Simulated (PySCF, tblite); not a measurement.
A complex of chlorine monofluoride and carbonyl sulfide

A gas-phase complex of chlorine monofluoride and carbonyl sulfide; neutral, singlet. The structure comes from a short search (6 tight-binding starts) and was optimised by PBE0-D3(BJ)/def2-SVPD; another way of binding may lie lower.

This structure isn't a minimum: the optimisation stopped short of the minimum along a soft mode, which is imaginary here (20i cm⁻¹ by PBE0-D3(BJ)/def2-SVPD), and forces of up to 0.019 eV/Å are left. All values below rest on it.

| part | name | SMILES | atoms | charge | multiplicity |
| --- | --- | --- | --- | --- | --- |
| 1 | chlorine monofluoride | FCl | 1–2 | 0 | 1 |
| 2 | carbonyl sulfide | O=C=S | 3–5 | 0 | 1 |

```csv
atom,part,x (Å),y (Å),z (Å)
Cl1,1,0.610,0.032,0.128
F2,1,-0.897,-0.491,-0.299
O3,2,3.029,0.960,0.857
C4,2,3.437,1.916,1.370
S5,2,3.992,3.202,2.060
```

Contacts between parts, classed by geometry: F2–Cl1···O3 2.691 Å (halogen bond, 178°).

Interaction energies are complex less parts, with the parts frozen as they stand in it; counterpoise-corrected, in kcal/mol (PySCF).

Question: Give the interaction energy at each level run.

Answer: 
| level | interaction | superposition error removed |
| --- | --- | --- |
| wB97M-D3(BJ)/def2-TZVPD | -1.56 | -0.09 |
| PBE0-D3(BJ)/def2-TZVPD | -1.92 | -0.12 |
| RI-MP2/aug-cc-pVTZ | -2.07 | -0.45 |

Question: What holds them together? Decompose the wB97M-D3(BJ)/def2-TZVPD energy: frozen parts, their antisymmetrised product, then relaxation.

Answer: electrostatic -3.3, Pauli repulsion +4.4, orbital relaxation -2.1, dispersion correction -0.8 kcal/mol, which sum to the value before the counterpoise correction; the Pauli term holds the exchange-correlation of the frozen density too. Of the attraction, 54 % is electrostatic, 34 % is orbital relaxation, 12 % is dispersion correction.

The parts were also relaxed and run alone, at the levels used for the complex: shieldings by PBE0/pcSseg-2.

Question: How do these values change when the complex forms?

Answer: 
| property | alone | in the complex | change |
| --- | --- | --- | --- |
| F2–Cl1 bond (Å) | 1.645 | 1.652 | +0.007 |
| shielding of Cl1 (ppm) | -590.8 | -536.8 | +54.0 |
| shielding of O3 (ppm) | 71.3 | 83.5 | +12.2 |
| shielding of F2 (ppm) | 660.2 | 618.5 | -41.7 |

The 5 runs behind this took 4.4 min in all, one thread each of Arm Neoverse V1 on a shared host, launched as `OMP_NUM_THREADS=1 python cluster_run.py task.json out`.
